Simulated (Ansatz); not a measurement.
# Phonon frequency of some cubic solids

Method: PBE-D3(BJ) (PAW; Ansatz, a quantum-chemistry and plane-wave program). References are measured values at room or unstated temperature, uncorrected unless marked, so that the deviations hold thermal and zero-point effects besides the level's error. The table is a random draw of 6 from 45 values with such references.

Values in cm⁻¹.

```tsv
solid	reference	PBE-D3(BJ)	deviation (%)
rock-salt NbC (L TA)	133	119	-10.5
zinc-blende InP (L TO)	317	304	-4.1
fcc Cu (L T)	114	124	+8.8
rock-salt NbC (X TO)	574	561	-2.3
fcc Cu (L L)	247	276	+11.7
zinc-blende GaAs (X LA)	225	217	-3.6
```

Over these 6 values the mean deviation is 0.0 %, the mean absolute deviation 6.8 % (median 6.4 %), and the worst case fcc Cu (L L) at +11.7 %; the value is below the reference in 4 of 6 cases. Over all 45, from unrounded values, the mean deviation is -1.9 % and the mean absolute deviation 4.3 % (median 3.0 %). Caveats on values not shown: the dispersion coefficients are held fixed in the derivatives (39).

Spin–orbit coupling is left out, also for the solids with elements from indium on (zinc-blende InP); its size isn't shown.

Differences are worked out from the printed values.

Each level is taken at its own relaxed cell. Caveats: the dispersion coefficients are held fixed in the derivatives (rock-salt NbC, zinc-blende InP, fcc Cu, zinc-blende GaAs). Ansatz's density-functional and Hartree–Fock values are scalar-relativistic unless marked +SOC, with PAW data made under PBE.

Ansatz's runs of these crystals have no spin polarisation.

Not in this set, of the solids of all kinds but layered and molecular ones with a reference value in our tables and a result at some level: 28 for no value at PBE-D3(BJ) (not run, a failed fit, an unstable or unbound cell, or a value held back for tests); 21 for a doubt noted on the run at PBE-D3(BJ); 16 for a reference of another kind, counted apart; 4 for a run that failed a test (PBE-D3(BJ)). These can be a level's best or worst cases. At least 16 more with a reference value are held back for tests. Solids without a released value at any level aren't counted. The metals Ce to Yb are counted apart.

References as tabulated in Savrasov (1996), arXiv:cond-mat/9604125; Ioffe Institute, NSM Archive: InP, mechanic properties page; Savrasov and Savrasov (1996), arXiv:cond-mat/9604124; He et al. (2014), arXiv:1309.4805 and others.
